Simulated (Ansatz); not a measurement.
## Relative stability

The two ends of one reaction step of AlH$_{5}$SO, closed shell (PBE0-D4/def2-TZVP).

A:

```tsv
atom	x (Å)	y (Å)	z (Å)
Al1	-0.2972	-0.5976	0.5363
O2	-0.7482	0.7572	-0.8826
H3	-0.5627	-1.9961	-0.1579
H4	-1.2080	-0.0261	1.7092
H5	0.1074	1.2137	-0.9630
S6	1.8434	0.0752	0.6367
H7	-1.4121	1.4084	-0.6276
H8	2.2774	-0.8347	-0.2512
```

B:

```
8
angstrom
Al -0.7808 -0.5093 0.3789
O -1.1854 0.3720 -1.0417
H -0.6341 -2.0791 0.1884
H -1.1073 0.1510 1.7933
H 1.6944 1.2414 0.2183
S 1.7591 -0.0903 0.3870
H -1.6079 1.2272 -0.9895
H 1.8621 -0.3130 -0.9347
```

Program: Ansatz 0.2.0. Basis: def2-TZVPP. Cores are frozen in the correlated methods. B3LYP uses VWN-RPA correlation.

Problem. Which structure is lower at CCSD(T), and by how much? (To be estimated.)

Solution. Computed: A, by 0.225 eV (electronic energy, against the other). By their contacts, A is AlH₅SO ([OH2][AlH2][SH]) and B is AlH₅SO ([OH][AlH2][SH2]).

All methods give the same order:

```tsv
method	E(B) − E(A) (eV)
SPW92	0.325
PBE-D4	0.249
BLYP-D4	0.138
r2SCAN-D4	0.244
B97M-V	0.251
PBE0-D4	0.290
B3LYP-D4	0.181
r2SCAN0-D4	0.279
BHLYP-D4	0.219
CAM-B3LYP-D4	0.189
wB97X-V	0.226
wB97M-V	0.248
B2PLYP	0.196
PBE-QIDH	0.291
RPA on PBE	0.156
HF	0.223
MP2	0.236
CCSD	0.217
CCSD(T)	0.225
```

No T1 diagnostic of these runs exceeds 0.012.

Labels in which every atom is bracketed show which atoms are joined, not bond orders.

For scale, one of the runs: CCSD(T)/def2-TZVPP, 185 basis functions, launched by `ansatz run in.yaml --threads 2 --pin off --events-out ev --progress --plain --max-ram 4352MiB`. The run took 25 s on 2 CPU threads of an Arm Neoverse V2 (shared host), with 1.7 GiB of host memory at its peak.
